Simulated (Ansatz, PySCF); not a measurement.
System: tetrafluoromethane, CF4, charge 0, multiplicity 1. SMILES: FC(F)(F)F
Geometry: optimised at B3LYP-D3(BJ)/def2-TZVP (Ansatz, an electronic-structure program).

Property: enthalpy of formation at 298 K, in kcal/mol. Set-up: dispersion terms only where a functional's name holds one; 6-311+G** with 5d; non-relativistic; open shells spin-unrestricted; spin-orbit terms left out; frozen cores in correlated levels; six Cartesian d functions in 6-31G* and its kin unless marked 5d. CBS(X,Y): correlation extrapolated as X^-3; Hartree-Fock from the larger set. The bracket is a focal-point correction in the basis named. Ab initio and DFT rows: single points at B3LYP-D3(BJ) geometries (Ansatz), with unscaled harmonic terms from B3LYP/6-31G* at its own minima, enthalpies of formation by atomisation with measured atoms.

Measured values: Active Thermochemical Tables 1.112 (ions: stationary electron), as tabulated in the package chemicals; they hold spin-orbit and core effects, anharmonicity. 

Value to compare with, the measured value: -223.1 kcal/mol.

```json
[
 {"level": "HF/6-311+G**", "program": "Ansatz", "enthalpy of formation at 298 K (kcal/mol)": "-46.5", "error": "176.6"},
 {"level": "B3LYP/6-31G*", "program": "Ansatz", "enthalpy of formation at 298 K (kcal/mol)": "-228.6", "error": "-5.5"},
 {"level": "PBE0/6-31G*", "program": "Ansatz", "enthalpy of formation at 298 K (kcal/mol)": "-236.1", "error": "-13.0"},
 {"level": "M06-2X/6-31G* (5d)", "program": "PySCF", "enthalpy of formation at 298 K (kcal/mol)": "-237.7", "error": "-14.6"},
 {"level": "MP2/STO-3G", "program": "Ansatz", "enthalpy of formation at 298 K (kcal/mol)": "-78.4", "error": "144.7"},
 {"level": "MP2/3-21G", "program": "Ansatz", "enthalpy of formation at 298 K (kcal/mol)": "-156.9", "error": "66.2"},
 {"level": "MP2/6-311+G**", "program": "Ansatz", "enthalpy of formation at 298 K (kcal/mol)": "-211.0", "error": "12.1"},
 {"level": "wB97M-V/def2-TZVPD", "program": "Ansatz", "enthalpy of formation at 298 K (kcal/mol)": "-225.4", "error": "-2.3"},
 {"level": "wB97X-V/def2-TZVPD", "program": "Ansatz", "enthalpy of formation at 298 K (kcal/mol)": "-225.3", "error": "-2.2"},
 {"level": "B2PLYP-D3(BJ)/def2-TZVPD", "program": "Ansatz + dftd3", "enthalpy of formation at 298 K (kcal/mol)": "-218.0", "error": "5.1"},
 {"level": "RI-MP2/CBS(aug-cc-pVTZ,aug-cc-pVQZ)+[CCSD(T)-MP2]/aug-cc-pVTZ", "program": "Ansatz", "enthalpy of formation at 298 K (kcal/mol)": "-225.5", "error": "-2.4"}
]
```

Among the 7 habitual levels, HF/6-311+G** lies farthest from the measured value (176.6 kcal/mol) and B3LYP/6-31G* nearest (-5.5); 4 of 7 lie above it, and their mean absolute error is 61.8 kcal/mol, the median 14.6. One case shows no general order.

The levels are drawn from those run, B3LYP/6-31G* more often than the rest, none by its result; runs whose electronic state is in doubt are left out.
